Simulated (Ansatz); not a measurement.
Start from BAs in the zinc blende structure (space group F-43m, No. 216; a = 4.809 Å).

Calculations: Ansatz (a first-principles code), PBE, PAW, cutoff 420 eV, without spin-orbit coupling, earlier PAW set.

It is then changed as follows: every B is replaced by Ga, then cell and atoms are relaxed.

Measured lattice parameter a: BAs 4.777 Å (room temperature; as listed in M J Lucero, T M Henderson, G E Scuseria, Journal of Physics Condensed Matter (2012)); GaAs 5.64 Å (static lattice; corrected from measurement; as listed in Daniel Mejia-Rodriguez, S. B. Trickey, Phys. Rev. B (2018)).

Problem. How well does PBE reproduce the measured shift?

Solution. With PBE the lattice parameter a moves by +0.937 Å (4.809 → 5.746) against +0.863 Å measured. The two measured values stand on different bases (one corrected, one not), which blurs small differences.

No phonon test of stability was made.
